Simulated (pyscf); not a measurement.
Structures and frequencies: ωB97X-D3(BJ)/def2-SVP in PySCF.

### Question
How much does it cost (ΔH, 298 K, ωB97M-D3(BJ)/def2-TZVP) to split `[F][C]([F])([F])[SiH]([O][SiH3])[O][SiH3]` at its C–F bond into F• + F–C•(F)–SiH(O–SiH₃)–O–SiH₃?

### Answer
C–F to F• + F–C•(F)–SiH(O–SiH₃)–O–SiH₃: 490.5 kJ/mol. The 7 functionals that were run give +475.8 (B3LYP-D3(BJ)) to +496.9 kJ/mol (PBE). Other isomers of F–C•(F)–SiH(O–SiH₃)–O–SiH₃ were not searched in full and may lie lower. Left out: the spin-orbit lowering of F.
